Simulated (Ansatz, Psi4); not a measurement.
Worked example: the enthalpy of formation of H2O2 (hydrogen peroxide)

The species is H2O2 (4 atoms), meant as a singlet with charge 0. SMILES: `OO`. The shape was relaxed beforehand at PBE0/def2-TZVP.

Total energies at CCSD(T)/CBS estimate, 2 core orbitals frozen (Psi4 1.11); the atoms run unrestricted:

| species | state | energy (Eh) |
| --- | --- | --- |
| H2O2 | singlet | -151.441452 |
| O | triplet | -75.005660 |
| H | doublet | -0.500000 |

Harmonic wavenumbers at PBE0-D4/def2-TZVP, in cm⁻¹: 396, 1008, 1347, 1464, 3805, 3806.

Measured heats of formation of the gaseous atoms at 298.15 K, in kJ/mol: O 249.2, H 218.0. Spin-orbit lowering of the atoms at 298 K (mean of the ground term's levels less their thermal mean, from spectra), in kJ/mol: O 0.40. Take 1 Eh = 2625.50 kJ/mol, 1 cm⁻¹ = 0.0119627 kJ/mol, RT = 2.479 kJ/mol.

Work out the heat of formation of the gas at 298 K.


1. Electronic atomisation energy: 2 × (-75.005660) + 2 × (-0.500000) − (-151.441452) = 0.430132 Eh = 1129.3 kJ/mol.
2. Zero-point energy: half the sum of the wavenumbers, 5913 cm⁻¹ = 70.7 kJ/mol.
3. Thermal vibrational enthalpy, Σ hcν̃/(exp(hcν̃/kT) − 1): 1.0 kJ/mol. Translation, rotation and pV of a non-linear molecule: 4 RT = 9.9 kJ/mol.
4. The 4 free atoms carry 5/2 RT each: 24.8 kJ/mol.
5. Spin-orbit coupling lowers the free atoms by 2 × 0.40 = 0.8 kJ/mol.
6. Atomisation enthalpy at 298 K: 1129.3 − 0.8 − 70.7 − 1.0 − 9.9 + 24.8 = 1071.7 kJ/mol.
7. Sum of the atoms' heats of formation: 934.4 kJ/mol. Heat of formation: 934.4 − 1071.7 = -137.3 kJ/mol.

The tabulated value is -135.4 kJ/mol (Active Thermochemical Tables), so this level is off by -1.9 kJ/mol, or 0.2 % of the atomisation enthalpy that the table implies (1069.9 kJ/mol). Anharmonicity and any spin-orbit splitting of the molecule are left out, and so is core correlation.
